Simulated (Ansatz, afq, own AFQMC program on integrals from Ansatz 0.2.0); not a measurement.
**Atomization energy of BPHCl, singlet**

```xyz
4

Cl    0.0000   -0.2808    1.9376
B     0.0000   -0.3505    0.2476
P     0.0000   -0.3284   -1.4586
H     0.0000    0.9596   -0.7266
```

Connectivity, by distances: Cl–B–PH.

Atoms in their ground-state spins without spin–orbit coupling (mostly on UHF) minus the molecule (RHF), without zero-point energy. The geometry is a stationary point, not shown to be a minimum.

Basis cc-pVDZ. Only valence electrons are correlated. Ansatz 0.2.0 and our own AFQMC program on the same integrals; the CISD trial comes from CCSD amplitudes, and released means the phaseless constraint is let go. Free projection: walkers drawn from exp(T), propagated without any constraint. Its projection time is finite, and what remains of the start isn't in its error. Uncertainties: one standard error, sampling alone. The errors of all members are added in quadrature.

No full CI on the walks' own integrals is used here; CCSDT(Q) serves as the reference and is uncertain by about the last step of the cluster series. Each member takes its own surest rung, up to full CI.

The best estimate is CCSD(T) at the basis-set limit (CBS: def2-TZVPP and def2-QZVPP, with their diffuse functions for anions and beside diffuse sets, CCSD(T) itself extrapolated) plus the step from CCSD(T) to CCSDT(Q) in cc-pVDZ. Rows without CBS are in cc-pVDZ, the functionals in def2-TZVP; B2PLYP and the wave-function rows carry a basis error of their own. Core correlation and relativity beyond core potentials are missing, and ± holds the sampling alone.

Cautions: BPHCl (singlet): the ph-AFQMC/HF walk drifts between its halves (2.2 errors); other spins of the molecule weren't checked.

Best estimate: 1178.2 kJ/mol.

```json
{"level": "HF", "atomization energy (kJ/mol)": "751.8", "error against the best estimate (kJ/mol)": "-426.5"}
{"level": "MP2", "atomization energy (kJ/mol)": "1077.4", "error against the best estimate (kJ/mol)": "-100.8"}
{"level": "CCSD", "atomization energy (kJ/mol)": "1006.9", "error against the best estimate (kJ/mol)": "-171.4"}
{"level": "CCSD(T)", "atomization energy (kJ/mol)": "1036.8", "error against the best estimate (kJ/mol)": "-141.5"}
{"level": "ph-AFQMC/CISD", "atomization energy (kJ/mol)": "1039.2 ± 2.5", "error against the best estimate (kJ/mol)": "-139.0 ± 2.5"}
{"level": "released AFQMC", "atomization energy (kJ/mol)": "1037.7 ± 3.0", "error against the best estimate (kJ/mol)": "-140.6 ± 3.0"}
{"level": "free AFQMC", "atomization energy (kJ/mol)": "1034.6 ± 3.3", "error against the best estimate (kJ/mol)": "-143.7 ± 3.3"}
{"level": "HF/CBS", "atomization energy (kJ/mol)": "789.0", "error against the best estimate (kJ/mol)": "-389.2"}
{"level": "MP2/CBS", "atomization energy (kJ/mol)": "1216.1", "error against the best estimate (kJ/mol)": "37.8"}
{"level": "CCSD(T)/CBS", "atomization energy (kJ/mol)": "1175.8", "error against the best estimate (kJ/mol)": "-2.5"}
{"level": "PBE", "atomization energy (kJ/mol)": "1236.5", "error against the best estimate (kJ/mol)": "58.2"}
{"level": "r2SCAN", "atomization energy (kJ/mol)": "1212.3", "error against the best estimate (kJ/mol)": "34.1"}
{"level": "PBE0", "atomization energy (kJ/mol)": "1199.9", "error against the best estimate (kJ/mol)": "21.6"}
{"level": "B3LYP", "atomization energy (kJ/mol)": "1174.7", "error against the best estimate (kJ/mol)": "-3.5"}
{"level": "wB97M-V", "atomization energy (kJ/mol)": "1209.2", "error against the best estimate (kJ/mol)": "30.9"}
{"level": "B2PLYP", "atomization energy (kJ/mol)": "1170.4", "error against the best estimate (kJ/mol)": "-7.9"}
{"level": "surest rungs in cc-pVDZ", "atomization energy (kJ/mol)": "1039.2", "error against the best estimate (kJ/mol)": "-139.0"}
```

Correlation beyond CCSD(T) adds 2.5 kJ/mol. Going to the basis-set limit adds 139.0 kJ/mol at CCSD(T). The perturbative (T) step is worth +29.9 kJ/mol. The functionals spread over 66.1 kJ/mol; B3LYP comes nearest and PBE is 58.2 kJ/mol too high.

Best estimates are given only where the step beyond CCSD(T) is under 0.3 eV and no member's determinant is very poor (T1 over 0.05, or 0.07 for open shells, ⟨S²⟩ too high by 0.3, two states mixed), so the hardest cases are missing from such tables.

The functionals ran in a triple-zeta set and keep a basis error of their own, a few kJ/mol for each bond in atomization energies and more for double hybrids, so close places among them and the extrapolated levels can swap.

Free projections are given only where their last times agree within the noise and don't stop above the reference; a slow remainder of the start can still hide under it. Each member of a difference takes its own highest rung, so a best estimate needn't equal the limit plus the step of one row. Released energies are given only where the last usable release times agree within the noise; a slower fall can still hide under it.
